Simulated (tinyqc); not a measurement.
Worked calculation: Pariser-Parr-Pople SCF with singles CI, for the molecule C1=CC=C1 (SMILES; centres numbered as the heavy atoms are written). One step of it, computed by the program tinyqc.

Question. Iteration 2: Fock matrix. F_rr = H_rr + P_rr gamma_rr / 2 + sum_(s != r) P_ss gamma_rs; F_rs = H_rs - P_rs gamma_rs / 2; E = tr P (H + F) / 2 + core repulsion sum_(r<s) z_r z_s gamma_rs.

P after iteration 1, order 1C, 2C, 3C, 4C:
$$\begin{pmatrix}
1.398659 & 0.808509 & -0.387386 & 0.191401 \\
0.808509 & 0.601341 & 0.191401 & 0.387386 \\
-0.387386 & 0.191401 & 1.398659 & 0.808509 \\
0.191401 & 0.387386 & 0.808509 & 0.601341
\end{pmatrix}$$

core matrix H (eV), order 1C, 2C, 3C, 4C:
$$\begin{pmatrix}
-33.523997 & -2.660000 & 0.000000 & -2.660000 \\
-2.660000 & -33.523997 & -2.660000 & 0.000000 \\
0.000000 & -2.660000 & -33.523997 & -2.660000 \\
-2.660000 & 0.000000 & -2.660000 & -33.523997
\end{pmatrix}$$

repulsion gamma_rs (eV), order 1C, 2C, 3C, 4C:
$$\begin{pmatrix}
11.520000 & 7.672179 & 6.149640 & 7.672179 \\
7.672179 & 11.520000 & 7.672179 & 6.149640 \\
6.149640 & 7.672179 & 11.520000 & 7.672179 \\
7.672179 & 6.149640 & 7.672179 & 11.520000
\end{pmatrix}$$

Centres (angstrom, eV; a flat drawing with bonds scaled to 1.40 angstrom):
```
centre          x          y  core charge z          W   gamma_rr
1C       0.990000   0.000000              1  12.030000  11.520000
2C       0.000000   0.990000              1  12.030000  11.520000
3C      -0.990000   0.000000              1  12.030000  11.520000
4C       0.000000  -0.990000              1  12.030000  11.520000
```

Give: F; pi energy.

Answer.

F (eV), order 1C, 2C, 3C, 4C:
$$\begin{pmatrix}
-7.6393 & -5.7615 & 1.1911 & -3.3942 \\
-5.7615 & -4.9007 & -3.3942 & -1.1911 \\
1.1911 & -3.3942 & -7.6393 & -5.7615 \\
-3.3942 & -1.1911 & -5.7615 & -4.9007
\end{pmatrix}$$

pi energy = -54.5499 eV
